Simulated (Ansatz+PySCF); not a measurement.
singlet H2ClO(-): levels of theory in one basis

```xyz
4

O    -0.0489   -0.3515   -1.9079
H    -0.0296   -0.4641   -0.9441
Cl    0.0245    0.1938    1.0729
H     0.0317    0.5844   -1.9551
```

Basis set: def2-SVP (spherical functions). Correlated methods keep 6 orbitals frozen. Charge -1, multiplicity 1.

Computed with Ansatz (development build ahead of 0.2.0); each method stands on the lowest determinant of its kind that the runs found.

| method | E − E(RHF) (eV) | <S²> of the determinant |
| --- | --- | --- |
| RHF | 0.00 | 0.00 |
| RHF-CCSD | -9.70 | – |
| RHF-CCSD(T) | -9.82 | – |

Question: What does RHF-MP2 give on the same scale?

Answer: -9.13 eV.

Question: Is a single determinant a sound starting point here?

Answer: By this sign, yes. Unrestricted orbitals gain 0.00 eV and <S²> is 0.00 against 0.00 for a pure state.

Caution: no diffuse functions for an anion.
